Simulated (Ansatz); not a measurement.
**Relative stability**

Two relaxed structures of C₂H₅Al, singlet (PBE0-D4/def2-TZVP; forces vanish, vibrations not checked).

A:

| atom | x (Å) | y (Å) | z (Å) |
| --- | --- | --- | --- |
| C1 | -0.7400 | 0.2315 | -0.4469 |
| C2 | 0.7585 | 0.4751 | 0.0071 |
| Al3 | -0.0291 | -1.1175 | 0.6956 |
| H4 | -0.8722 | 0.0732 | -1.5161 |
| H5 | -1.4508 | 0.9754 | -0.0905 |
| H6 | 0.9096 | 1.3591 | 0.6245 |
| H7 | 1.4882 | 0.4567 | -0.8008 |
| H8 | -0.0640 | -2.4534 | 1.5272 |

B:

C1  (-0.747, 0.508, -0.618)
C2  (0.058, 0.413, 0.445)
Al3  (0.358, -1.315, 1.269)
H4  (-1.245, -0.363, -1.039)
H5  (-0.954, 1.451, -1.123)
H6  (0.514, 1.337, 0.799)
H7  (1.303, -1.491, 2.533)
H8  (-0.387, -2.560, 0.621)
(Å)

Ansatz 0.2.0; basis: def2-TZVPP; cores frozen in the correlated methods. B3LYP uses VWN-RPA correlation.

Task: Which structure is lower at CCSD(T), and by how much? (An estimate is asked for; the value comes from the calculation.)

Result: Computed: B, by 0.835 eV (electronic energy, against the other). By their contacts, A is C₂H₅Al ([CH2]1[CH2][AlH]1) and B is C₂H₅Al ([CH2][CH][AlH2]).

All methods give the same order:

| method | E(B) − E(A) (eV) |
| --- | --- |
| PBE-D4 | -0.620 |
| r2SCAN-D4 | -0.672 |
| PBE0-D4 | -0.633 |
| B3LYP-D4 | -0.879 |
| wB97M-V | -0.751 |
| HF | -1.203 |
| MP2 | -0.734 |
| CCSD | -0.856 |
| CCSD(T) | -0.835 |

The T1 diagnostic stays at or below 0.011.

Labels in which every atom is bracketed show which atoms are joined, not bond orders.

For scale, one of the runs: CCSD(T)/def2-TZVPP, 174 basis functions, launched by `ansatz run in.yaml --threads 2 --pin off --events-out ev --progress --plain --max-ram 4352MiB`. The run took 14 s on 2 CPU threads of an Intel Xeon 6975P-C (shared host), with 1.6 GiB of host memory at its peak.
